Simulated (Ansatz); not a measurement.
Basis-set series for `CC(C)=C(C)O`. The species carries charge 0 and has multiplicity 1. Geometry: relaxed with PBE0-D4/def2-TZVP. It is one conformer, not always the lowest.

```xyz
16

C    -1.127    0.817    1.249
C    -0.055    0.274    0.349
C     1.328    0.719    0.704
C    -0.335   -0.558   -0.662
C     0.612   -1.146   -1.646
O    -1.601   -0.996   -0.940
H    -1.209    0.247    2.182
H    -2.121    0.848    0.791
H    -0.895    1.848    1.531
H     1.556    0.471    1.747
H     1.426    1.807    0.616
H     2.102    0.264    0.087
H     1.628   -0.781   -1.524
H     0.617   -2.237   -1.559
H     0.277   -0.909   -2.660
H    -2.203   -0.668   -0.266
```

| functional | basis | functions | energy (Eh) | HOMO (eV) | LUMO (eV) |
| --- | --- | --- | --- | --- | --- |
| PBE0-D4 | def2-TZVPP | 326 | -271.55655 | -5.92 | 0.94 |
| PBE0-D4 | def2-QZVPP | 642 | -271.57178 | -5.95 | 0.48 |
| ωB97M-V | def2-TZVPP | 326 | -271.73802 | -8.12 | 2.40 |
| ωB97M-V | def2-QZVPP | 642 | -271.75285 | -8.15 | 1.64 |

Problem. Give the rows for def2-SVP. (Estimate.)

Solution. Computed: 
```tsv
functional	basis	functions	energy (Eh)	HOMO (eV)	LUMO (eV)
PBE0-D4	def2-SVP	134	-271.25355	-5.82	1.36
ωB97M-V	def2-SVP	134	-271.41975	-8.00	3.23
```

Positive LUMOs are unbound and depend on the basis.
